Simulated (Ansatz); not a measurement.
Pulling the pair apart

The pair of HCl (SMILES Cl, atoms 1–2) and H₂S (SMILES S, atoms 3–5), both closed shells, in one local arrangement (a lower one may exist), relaxed at PBE0-D4/def2-TZVP:

```xyz
5
angstrom
Cl 0.2114 -0.0676 -2.4724
H 0.0579 -0.2858 -1.2010
S -0.1885 -0.4858 1.1283
H 0.9100 0.2505 1.3589
H -0.9908 0.5888 1.1864
```

H₂S is shifted rigidly along the line between the mean atom positions of the two fragments (negative: closer). Counterpoise interaction energies in kcal/mol. Program: Ansatz 0.2.0. Basis: def2-TZVPPD. Cores are frozen in the correlated methods. B3LYP uses VWN-RPA correlation.

| shift (Å) | PBE-D4 | PBE0-D4 | B3LYP-D4 |
| --- | --- | --- | --- |
| -0.24 | -4.50 | -3.83 | -3.06 |
| -0.12 | -4.93 | -4.35 | -3.76 |
| 0.00 | -4.98 | -4.47 | -4.03 |
| 0.12 | -4.79 | -4.36 | -4.02 |
| 0.28 | -4.34 | -3.98 | -3.74 |
| 0.59 | -3.33 | -3.09 | -2.93 |
| 1.18 | -1.81 | -1.71 | -1.57 |
| 2.35 | -0.55 | -0.54 | -0.48 |

(1) What does CCSD(T) give at these shifts? (An estimate is asked for; the value comes from the calculation.)

No T1 diagnostic of these runs exceeds 0.009.

Results:

(1) By the calculation: -1.20, -2.19, -2.72, -2.93, -2.90, -2.45, -1.45, -0.49 kcal/mol. For zero shift, CCSD(T) at an estimated basis limit (MP2 extrapolated from triple and quadruple zeta, plus CCSD(T) − MP2 in triple zeta) gives -3.26 kcal/mol. These are counterpoise interaction energies, counted from the two frozen fragments.

For scale, one of the runs: CCSD(T)/def2-TZVPPD, 153 basis functions, launched by `ansatz run in.yaml --threads 2 --pin off --events-out ev --progress --plain --max-ram 5222MiB`. Time: 8.5 s of wall clock on 2 CPU threads of an Arm Neoverse V2; the host was shared. Peak host memory: 0.92 GiB.
